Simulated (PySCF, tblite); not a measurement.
System: H2Be, singlet: collinear H-Be-H surface. Scanned: H-Be distance and Be-H distance.

Methods: GFN2-xTB, 300 K electronic temperature (tblite); RHF/aug-cc-pVDZ (PySCF); wB97X-V/aug-cc-pVDZ (PySCF); r2SCAN/aug-cc-pVDZ (PySCF); MP2 on RHF/aug-cc-pVDZ (PySCF); CCSD on RHF/aug-cc-pVDZ (PySCF); CCSD(T) on RHF/aug-cc-pVDZ (PySCF).

Energies in kcal/mol at chosen points (x: H-Be distance (Å); y: Be-H distance (Å)), relative to x = 1.33, y = 1.33:

```tsv
method	(1.64, 1.40)	(1.46, 1.73)	(1.46, 1.33)	(1.64, 1.86)	(1.20, 1.73)	(1.13, 1.73)	(1.13, 1.73)
GFN2-xTB	13.2	19.7	3.5	34.7	16.6	20.1	20.1
RHF	12.4	20.2	2.4	39.3	21.6	27.9	27.9
wB97X-V	11.7	19.0	2.2	37.0	20.9	27.2	27.2
r2SCAN	11.4	18.6	2.2	35.9	20.5	26.8	26.8
MP2	12.1	19.7	2.4	38.0	21.1	27.2	27.2
CCSD	11.4	18.5	2.2	35.8	20.2	26.4	26.4
CCSD(T)	11.3	18.4	2.2	35.6	20.2	26.3	26.3
```
